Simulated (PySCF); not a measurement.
# How methods differ on the ionisation energy of P

P [Ne] 3s2 3p3 [3p1/2^2 3p3/2^1, M_J = 3/2] → P⁺ [Ne] 3s2 3p2 [3p1/2^2, M_J = 0], as a difference of total energies. All numbers are calculated (PySCF 2.14, the two-component X2C-1e Hamiltonian, in x2c-QZVPPall-2c (9s7p4d2f1g, 73 functions)). Correlated levels: [Ne] frozen; the 10 highest virtual spinors dropped. "Screened" scales the spin-orbit matrix elements by Boettger's factors to mimic the two-electron term; Breit and QED terms are absent.

| method | ionisation energy (eV) | error (eV) |
| --- | --- | --- |
| GHF (spin-free) | 9.997 | -0.490 |
| GMP2 (spin-free) | 10.511 | +0.024 |
| GHF (screened spin-orbit) | 9.975 | -0.512 |
| GMP2 (screened spin-orbit) | 10.490 | +0.003 |

Reference: 10.487 eV (measured; NIST Atomic Spectra Database, ionization energies).

Errors of the correlated levels include the incompleteness of this basis and the frozen core.

The labels give the starting determinants; with spin-orbit coupling the two ends relaxed to ⟨J²⟩ = 3.75, ⟨L²⟩ = 0.00, ⟨S²⟩ = 3.75 and ⟨J²⟩ = 1.90, ⟨L²⟩ = 2.01, ⟨S²⟩ = 2.00.

The determinant of P⁺ mixes levels of different J (the jj label is only the starting occupation), so the difference between spin-free and spin-orbit rows is not the physical spin-orbit shift.
